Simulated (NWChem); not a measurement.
hydrogen peroxide (H₂O₂); SMILES OO

```xyz
4

O      0.0456    -0.7264    -0.1259
O     -0.0456     0.7264    -0.1259
H     -0.7618    -0.9416     0.3740
H      0.7618     0.9416     0.3740
```
Atoms are numbered in this order, from 1.

All runs: NWChem. Pople sets run with spherical d functions. Coordinates come from a B3LYP/6-31G* (spherical d) optimisation. Atomic charges in e: unrestrained fits to the electrostatic potential beside Mulliken populations; the two definitions need not agree.

For level Hartree-Fock/6-31G*:

| Property | Result |
|---|---|
| Mulliken O1 | -0.48 |
| Mulliken O2 | -0.48 |

What are these values for level B3LYP/def2-SVP?


- Mulliken O1: -0.19
- Mulliken O2: -0.19
